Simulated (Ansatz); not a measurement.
Consider the hydrogenolysis of a C–F bond: `O/C=C(/F)Cl` + H₂ → `O/C=C\Cl` + H–F.

Computed with Ansatz on PBE0-D4/def2-TZVP structures; ΔE is electronic, products minus reactants. CCSD(T)/CBS is the MP2 limit (def2-TZVPP, def2-QZVPP) plus CCSD(T) − MP2 in def2-TZVPP, frozen cores. This one scheme is used for every species. Double bonds are as drawn, so ΔE can hold a change between cis and trans. One conformer a species, not always the lowest.

```tsv
species	CCSD/def2-SVP energy (Eh)
`O/C=C(/F)Cl`	-711.09887
H₂	-1.16345
`O/C=C\Cl`	-612.16746
H–F	-100.13731
```

Problem. Work out ΔE.

Solution. ΔE = (-612.16746) + (-100.13731) − (-711.09887) − (-1.16345) = -0.04245 Eh = -111.5 kJ/mol. CCSD(T)/CBS gives -128.2 kJ/mol.

Largest T1 diagnostic among the species: 0.012.

At CCSD(T), def2-SVP lies +21.0 kJ/mol from the extrapolated value and def2-TZVPP +4.3 kJ/mol. Leaving LDA and LC-ωPBE aside and taking each functional with its dispersion term where it has one, the values, not all of them listed here, spread over 21.8 kJ/mol, from PBE-QIDH to BLYP-D4. LDA lies +6.1 kJ/mol from PBE without D4. From BLYP to BHLYP (50 % exact exchange), in def2-TZVPP and without D4, ΔE moves by −16.2 kJ/mol.
